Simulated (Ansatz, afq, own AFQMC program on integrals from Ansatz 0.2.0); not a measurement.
AFQMC on a folder of integrals that Ansatz 0.2.0 wrote.

```yaml
crystal:
  periodic: [false, false, false]
  atoms:
    - {symbol: O, position_ang: [0.000000, -0.113980, 0.000000]}
    - {symbol: H, position_ang: [0.000000, 0.904625, -1.328905]}
    - {symbol: H, position_ang: [0.000000, 0.904625, 1.328905]}
basis:
  gaussian: {orbitals: 6-31G}
magnetization: {spin_polarized: true, initial_magnetization: 0}
correlation: {method: ccsd_t, electrons: outside_noble_gas, hamiltonian_folder: ham}
```

```sh
$ ansatz run in.yaml --threads 1 --pin off --events-out ev --progress --plain --max-ram 15360MiB --backend cuda --devices 0, --max-vram 18GiB
```

afq runs on the folder ham with

```
--method phaseless --trial hf --walkers 80 --populations 1 --least-time 40 --time-step 0.01 --steps-per-block 50 --equilibration-blocks 20 --max-blocks 80 --target-error 0.00136 --factor-cut 0.001 --start spin_pure --seed 7219 --release-times 0.3,0.6,0.9,1.2 --release-step 0.05 --release-every 2 --taylor-order 8
```

Times are imaginary, in 1/Eh. The walk had a cap of 60 s.

Log:

```
orbitals 12  electrons 4 4  factors 42 of 140
reference energy -75.78915943 Eh
CCSD correlation -0.12277767 Eh in 17 cycles, weight of the determinant in the CISD state 0.5810
energy of the start -75.822714 Eh
 block  time / (1/Eh)  mean weight  energy / Eh
     1     0.500  1.0025  -75.944230
     2     1.000  1.0020  -75.916429
     3     1.500  1.0005  -75.909466
     4     2.000  1.0034  -75.926168
     5     2.500  1.0024  -75.941817
    10     5.000  1.0017  -75.963115
    19     9.500  0.9998  -75.910769
    29    14.500  0.9999  -75.916742
    35    17.500  1.0030  -75.962910
    37    18.500  1.0005  -75.890647
    39    19.500  1.0004  -75.960271
    49    24.500  0.9986  -75.907013
    59    29.500  1.0029  -75.901672
    69    34.500  1.0062  -75.928478
    79    39.500  1.0027  -75.937957
    89    44.500  1.0000  -75.896727
    99    49.500  0.9993  -75.929730
blocks merged  error / Eh  count
     1  0.001927  80
     2  0.001909  40
     4  0.002347  20
     8  0.002366  10
released: time / (1/Eh)  energy / Eh  error  mean overlap
  0.30  -75.926229  0.002687  0.9940
  0.60  -75.923515  0.002678  0.9997
  0.90  -75.923445  0.002662  1.0056
  1.20  -75.922502  0.003068  1.0230
energy -75.920802 +/- 0.002347 Eh
(rows thinned)
```

The run passed its tests (sampling time, drift between the halves within three errors, error under three times the target), which doesn't prove that it has relaxed.

Against this walk (error 63.9 meV) on the same determinant: CCSD(T) 111.6 meV higher (within the noise), CCSDT(Q) 33.2 meV lower (within the noise), CCSDTQ 89.3 meV lower (within the noise), full CI 99.2 meV lower (within the noise), a separate phaseless walk with a CISD trial and standard settings 17.5 ± 64.5 meV lower (within the noise). The error is statistical and leaves out the bias of the constraint. The determinant has ⟨S²⟩ = 1.50, so the low cluster orders mix in higher spin, while the walk starts as a pure singlet. Released to 1.20 1/Eh the energy moves by -46 ± 105 meV (both errors), within twice the noise. The determinant is a poor start (see the cautions), so the low cluster orders aren't to be relied on, and full CI is the sure value.

Cautions: constraint bias not in the error; error above the target (63.9 against 37.0 meV); strong correlation (T1 0.130, weight of the determinant 0.58, largest double 0.24); unrestricted determinant spin contaminated (⟨S²⟩ 1.50 against 0.00); CCSD(T) is in doubt: in a space of 8 electrons in 8 natural orbitals full CI lies 169 meV below it; CCSDT(Q) is in doubt: in a space of 8 electrons in 8 natural orbitals full CI lies 89 meV below it; the bias of populations of 80 walkers isn't removed; the coarse factor cut changes the integrals a little; the time-step error isn't removed.

The walk took 24 s on 1 × NVIDIA H100 80GB HBM3 with 2 threads of AMD EPYC 7R13 Processor (Zen 3) (shared host) (the card was shared). The log's last line is the phaseless energy.

CCSDT and higher add their correlation energy to the determinant of the CCSD(T) run, since their own runs factorise the integrals more tightly (a shift of under 2 meV). A walk keeps the symmetry of its determinant, which the program's search chose and which needn't be the lowest solution, so a lower state of the same spin and another symmetry isn't excluded.
